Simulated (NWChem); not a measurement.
System: dimethyl sulfide (C2H6S); SMILES CSC

The following NWChem deck was run.

```
start job
memory heap 200 mb stack 900 mb global 1100 mb
geometry units angstroms noautoz
  C     -1.379092     0.000000    -0.510968
  S      0.000000     0.000000     0.650724
  C      1.379092     0.000000    -0.510968
  H     -1.374213    -0.899006    -1.146955
  H     -2.302295     0.000000     0.085551
  H     -1.374213     0.899006    -1.146955
  H      1.374213    -0.899006    -1.146955
  H      2.302295     0.000000     0.085551
  H      1.374213     0.899006    -1.146955
end
basis spherical
  * library def2-tzvpd
end
dft
  xc xpbe96 cpbe96
  iterations 150
  semidirect filesize 400000000
  mulliken
end
task dft energy
```

Geometry: optimised at PBE0/def2-SVP.

Question: Predict the main results of this run. (PBE/def2-TZVPD.) Quantities: energy (Ha); highest occupied level (eV); orbital gap (eV); dipole (D).

Answer: 
```
Item                           Value
---------------------------  -------
energy (Ha)                  -477.77
highest occupied level (eV)    -5.08
orbital gap (eV)                4.72
dipole (D)                      1.55
```
